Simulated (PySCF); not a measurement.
**revPBE/def2-TZVPPD run of BF (SMILES [B]F)**

What is the energy change on altering one bond length of BF at revPBE/def2-TZVPPD? Input form: a Python script.

Program for the calculation: PySCF 2.14.0.

4 further runs of the same task are left out: 4 set aside as unsound or not needed.

## Step 1: The structure to begin with

BF: 2 atoms, total charge 0, spin state singlet. SMILES: `[B]F`. The shape is that of a PBE0-D4/def2-TZVP optimisation.

Bond lengths: B1–F2 1.263 Å.

## Step 2: The energy at revPBE/def2-TZVPPD

File mol.xyz:

```xyz
2

B      0.000000     0.000000    -0.009350
F      0.000000     0.000000     1.253740
```

File calc.py:

```python
from pyscf import gto, dft

mol = gto.M(
    atom='mol.xyz',
    basis='def2-tzvppd',
    spin=0,
    verbose=3,
    charge=0,
    max_memory=1860,
)

calc0 = dft.RKS(mol, xc='revpbe')
calc0.conv_tol = 1e-10
calc0.grids.level = 5
calc0.kernel()
if not calc0.converged:
    calc0 = calc0.newton().run(calc0.mo_coeff, calc0.mo_occ)

e_tot = calc0.e_tot
print('E = %.10f Eh' % e_tot)
```

Command:

```bash
$ OMP_NUM_THREADS=1 python calc.py
```

The log of the run:

```text
converged SCF energy = -124.674100562491
E = -124.6741005625 Eh
```

Run time: 3.3 s. Hardware: 1 thread of Arm Neoverse V2, shared host; peak memory 0.35 GiB.

## Step 3: The distorted shape, same level

File start.xyz:

```xyz
2

B      0.000000     0.000000    -0.198860
F      0.000000     0.000000     1.253740
```

File calc.py:

```python
from pyscf import gto, dft

system = gto.M(
    atom='start.xyz',
    charge=0,
    verbose=3,
    max_memory=1860,
    spin=0,
    basis='def2-tzvppd',
)

calc0 = dft.RKS(system)
calc0.xc = 'revpbe'
calc0.conv_tol = 1e-10
calc0.grids.level = 5
calc0.kernel()
if not calc0.converged:
    calc0 = calc0.newton().run(calc0.mo_coeff, calc0.mo_occ)

energy = calc0.e_tot
print('E = %.10f Eh' % energy)
```

Command:

```bash
$ OMP_NUM_THREADS=1 python calc.py
```

The log of the run:

```text
converged SCF energy = -124.658009205545
E = -124.6580092055 Eh
```

It took 3.6 s on 1 thread of Arm Neoverse V2, shared host; peak memory 0.35 GiB.

## Step 4: Results

At revPBE/def2-TZVPPD:

| quantity | value |
| --- | --- |
| first shape: total energy | -124.67410 Eh |
| first shape: dipole moment | 1.08 D |
| first shape: HOMO energy | -6.75 eV |
| first shape: LUMO energy | -2.04 eV |
| first shape: HOMO–LUMO gap | 4.71 eV |
| distorted shape: total energy | -124.65801 Eh |
| distorted shape: dipole moment | 0.08 D |
| distorted shape: HOMO energy | -7.34 eV |
| distorted shape: LUMO energy | -2.87 eV |
| distorted shape: HOMO–LUMO gap | 4.47 eV |
| energy change with the B1–F2 bond stretched from 1.263 to 1.453 Å | 0.438 eV |

In words: With the B1–F2 bond stretched from 1.263 to 1.453 Å the energy rises by 0.44 eV (42.2 kJ/mol). The first shape isn't relaxed at this level, so the change isn't measured from a minimum.
